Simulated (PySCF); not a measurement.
Point-charge models of `CCCCCl` against its computed dipole.

Coordinates (PBE0-D3(BJ)/def2-SVP, Å) and charges (e) from the PBE0/pcSseg-1 density (PySCF):

| atom | x | y | z | Mulliken | IAO | Hirshfeld | ESP-fitted |
| --- | --- | --- | --- | --- | --- | --- | --- |
| C1 | -1.958 | -0.076 | -0.299 | -0.2705 | -0.4062 | -0.1112 | -0.4028 |
| C2 | -0.479 | -0.047 | -0.652 | -0.2949 | -0.2436 | -0.0605 | +0.2260 |
| C3 | 0.420 | 0.040 | 0.575 | -0.2445 | -0.2508 | -0.0731 | +0.1338 |
| C4 | 1.889 | 0.069 | 0.213 | -0.1978 | -0.2270 | -0.0289 | -0.3286 |
| Cl5 | 2.929 | 0.180 | 1.666 | -0.1647 | -0.1230 | -0.0862 | -0.1587 |
| H6 | -2.198 | -0.941 | 0.339 | +0.1146 | +0.1353 | +0.0399 | +0.0884 |
| H7 | -2.587 | -0.141 | -1.200 | +0.1214 | +0.1410 | +0.0425 | +0.1054 |
| H8 | -2.255 | 0.831 | 0.251 | +0.1147 | +0.1354 | +0.0399 | +0.0884 |
| H9 | -0.219 | -0.949 | -1.234 | +0.1199 | +0.1273 | +0.0367 | -0.0345 |
| H10 | -0.273 | 0.810 | -1.318 | +0.1199 | +0.1273 | +0.0366 | -0.0370 |
| H11 | 0.233 | -0.817 | 1.244 | +0.1330 | +0.1375 | +0.0363 | +0.0061 |
| H12 | 0.178 | 0.945 | 1.159 | +0.1331 | +0.1376 | +0.0362 | +0.0078 |
| H13 | 2.132 | 0.936 | -0.419 | +0.1578 | +0.1546 | +0.0459 | +0.1530 |
| H14 | 2.190 | -0.841 | -0.326 | +0.1579 | +0.1546 | +0.0459 | +0.1528 |

Problem. What dipole does each set of charges give (1 e·Å = 4.803 D), and what does the density give?

Solution. The full density gives (-1.58, -0.14, -1.70) D, 2.33 D in size; dipole vectors point from the negative to the positive end.

```csv
scheme,μx,μy,μz,size (D),share of the full size (%),angle to the full dipole (°)
Mulliken,-2.09,-0.16,-1.76,2.73,117,7
IAO,-1.38,-0.12,-1.52,2.06,88,0
Hirshfeld,-0.88,-0.08,-0.90,1.26,54,2
ESP-fitted,-1.60,-0.15,-1.75,2.38,102,0
```

Problem. Which set comes closest?

Solution. Length of the difference vector: ESP-fitted 0.05 D, IAO 0.27 D, Mulliken 0.51 D, Hirshfeld 1.07 D. Closest: ESP-fitted. ESP charges are fitted to the potential around the molecule, whose slowest-falling term is the dipole's. The schemes that divide the density aren't constrained to reproduce the dipole.

Problem. What is left for the Hirshfeld atoms' own dipoles?

Solution. The Hirshfeld atoms' densities add up to the full density, so μ = Σ q r + Σ (atomic dipoles). The atomic dipoles sum to (-1.58, -0.14, -1.70) − (-0.88, -0.08, -0.90) = (-0.70, -0.06, -0.80) D, 1.07 D in size.

Problem. With the origin at the mean of the coordinates, (0.000, 0.000, 0.000) Å, which are the largest single terms, by size, of the IAO dipole along the direction of the full one?

Solution. C1 -3.03, Cl5 +1.90, H7 +1.79, C4 +1.57, C2 -0.94 D; all 14 atoms together +2.06 D. The single terms depend on the origin, their sum doesn't.

Problem. Give the size of the full dipole in other units.

Solution. 2.33 D = 0.915 au = 0.484 e·Å = 7.76 × 10⁻³⁰ C·m.

The structure is a single PBE0-D3(BJ)/def2-SVP conformer in the gas phase; no vibrational or solvent corrections.

Shape of the structure used: `[CH3:1][CH2:2][CH2:3][CH2:4][Cl:5]`: C1–C2–C3–C4 180°, C2–C3–C4–Cl5 180°.
